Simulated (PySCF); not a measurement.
Below is a simulated gas-phase C 1s photoelectron spectrum of `C/N=C/CO`.

Every computed line was given a Gaussian of 0.6 eV full width at half maximum and an area set by the number of equivalent atoms; the highest printed point is 100. The calculation used PySCF, delta-SCF UKS SCAN, pcX-2 on the ionised atom, pcseg-1 elsewhere, spin-free X2C.

(binding energy (eV), intensity): (290.9, 0), (291.0, 1), (291.1, 2), (291.2, 5), (291.3, 11), (291.4, 22), (291.5, 39), (291.6, 60), (291.7, 80), (291.8, 95), (291.9, 100), (292.0, 96), (292.1, 88), (292.2, 78), (292.3, 68), (292.4, 56), (292.5, 43), (292.6, 29), (292.7, 18), (292.8, 9), (292.9, 4), (293.0, 2), (293.1, 1), (293.2, 0)

Q: Count the maxima, the lines and the sites behind this envelope.

A: The curve has 1 maximum (at 291.9 eV). Under it lie 3 lines from 3 inequivalent carbon sites. At this width some lines have no maximum of their own.

Q: Decompose the envelope and assign each component. Numbering: `[CH3:1]/[N:2]=[CH:3]/[CH2:4][OH:5]`.

A: 
```
position (eV)  relative area  line  atoms             environment
       291.78              1  C 1s     C1         N-methyl carbon
       291.91              1  C 1s     C3            imine carbon
       292.34              1  C 1s     C4  carbinol carbon (C–OH)
```

Q: What are the centre and the root-mean-square width of the whole band?

A: The area-weighted mean of the lines is 292.01 eV. Their own spread about it is 0.24 eV (rms) and each Gaussian has σ = 0.6/2.355 = 0.25 eV; the variances add, which gives 0.35 eV.

The listed C 1s values span 0.56 eV, from C1 (bonded to N and 3 H) to C4 (bonded to O, C and 2 H).

No satellites, vibrations or lifetime broadening are included. Geometry: PBE0-D3(BJ)/def2-SVP, one conformer, isolated molecule.

The values belong to the conformer `[CH3:1]/[N:2]=[CH:3]/[CH2:4][OH:5]`: N2–C3–C4–O5 0°, H–O5–C4–C3 0°.
